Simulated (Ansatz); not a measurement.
hcp Re, treated with LDA (Ansatz, a first-principles code, PAW).

Settings: plane-wave cutoff 500 eV, 30×30×16 k mesh (along the axes of the cell as run), Fermi–Dirac smearing 0.1 eV, no spin polarisation, scalar-relativistic PAW data made under PBE.

Computed at the level's own relaxed cell.

### Question
Give the computed equilibrium volume per atom, equilibrium lattice constant a and lattice parameter c.

### Answer

- equilibrium volume per atom: 14.34 Å³/atom
- equilibrium lattice constant a: 2.739 Å
- lattice parameter c: 4.414 Å

Measured, for comparison: lattice constant a 2.761 Å, lattice parameter c 4.458 Å (293 K, not corrected to a static lattice; as tabulated in Wikipedia's data pages). Computed (rounded) less measured: lattice constant a -0.8 %, lattice parameter c -1.0 %. A static lattice is as a rule a little smaller and stiffer than an uncorrected measurement, which narrows the difference in the lattice constant a, lattice parameter c and would widen misses of the other sign.

Spin–orbit coupling is not included.

Computed values are for the static lattice.

It cost around 2.9 core-minutes (rough) of CPU time.
